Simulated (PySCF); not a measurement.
Numbering as in the mapped SMILES `[CH3:1][n:2]1[cH:3][n:4][n:5][cH:6]1`. Each H is labelled by its parent atom.

Geometry: PBE0-D3(BJ)/def2-SVP; GIAO shifts from PySCF 2.14.0 with density-fitted response routines, gas phase, non-relativistic, averaged over equivalent atoms.

At WP04/pcSseg-2 (286 basis functions, 22 s wall time on 1 thread of an Intel Xeon 6975P-C, shared host):
| atoms | δ (ppm) |
| --- | --- |
| C3/C6 | 151.3 |
| C1 | 33.6 |
| N4/N5 | 377.3 |
| N2 | 183.3 |
| H(C3)/H(C6) | 7.75 |
| H(C1) | 3.47 |

Shifts are taken against calculated references (same method and geometry level): ¹³C (172.10 ppm), ¹H (31.61 ppm) against TMS; NH3 for ¹⁵N (244.72 ppm).

Q: Predict the values at B97-2/pcSseg-2 on the same geometry.

A: 
```csv
atoms,δ at B97-2/pcSseg-2,change
C3/C6,147.1,-4.2
C1,31.6,-2.0
N4/N5,368.9,-8.4
N2,181.9,-1.4
H(C3)/H(C6),7.85,+0.10
H(C1),3.57,+0.10
```

Chemical shifts δ = σref − σ; ¹³C (σ = 183.46 ppm) and ¹H (σ = 31.36 ppm) against TMS; ¹⁵N (σ = 259.60 ppm) against NH3, all at this level.

The largest change is at N4/N5 (pyridine-type nitrogen of an azole). Cost: 286 basis functions, 21 s wall time on 1 thread of an Intel Xeon 6975P-C, shared host.

Experimental scales use liquid or dissolved standards, which lie at an offset from isolated NH3 (liquid NH3: subtract about 20 ppm). Unscaled 15N shifts of sp2 nitrogen come out 20 to 40 ppm too high even then.
